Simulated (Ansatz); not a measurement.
Results of r²SCAN+SOC in Ansatz (plane waves, PAW) for hcp Lu.

Run with plane-wave cutoff 560 eV, 18×18×10 k mesh (along the axes of the cell as run), Fermi–Dirac smearing 0.05 eV, PAW data made under PBE.

The cell is scaled about its equilibrium volume:

Shape and atoms are relaxed at each volume.

```csv
V (Å³/atom),P (GPa),c (Å),a (Å)
27.670,2.04,5.364,3.451
28.247,0.97,5.406,3.474
28.823,0.00,5.447,3.496
29.399,-0.89,5.488,3.517
29.976,-1.71,5.530,3.538
```

Note: the bulk modulus comes from volumes at which shape and atoms were relaxed.

Ansatz is a first-principles code.
